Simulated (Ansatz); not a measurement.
**Fluorite CdF₂**

Calculation: Hartree–Fock (Ansatz, a quantum-chemistry and plane-wave program, plane waves, PAW).

Run with plane-wave cutoff 520 eV, 8×8×8 k mesh, scalar-relativistic PAW data made under PBE.

Cell (relaxed at this level):

```yaml
crystal:
  lattice:
    - [0.00000, 2.72644, 2.72644]
    - [2.72644, 0.00000, 2.72644]
    - [2.72644, 2.72644, 0.00000]
  atoms:
    - { symbol: Cd, position: [0.00000, 0.00000, 0.00000] }
    - { symbol: F, position: [0.25000, 0.25000, 0.25000] }
    - { symbol: F, position: [0.75000, 0.75000, 0.75000] }
```

For fluorite CdF₂, the elastic constant C11 is 185 GPa and the elastic constant C12 comes out as 57.4 GPa. The elastic constant C44 is 22.7 GPa. The voigt–Reuss–Hill bulk modulus is 100 GPa and the voigt–Reuss–Hill shear modulus (Hill average) is 34.9 GPa. The Young modulus is 93.8 GPa and the Poisson ratio comes out as 0.344.

Elastic constants are with the ions relaxed.

It cost around 70 core-minutes (rough) of CPU time.
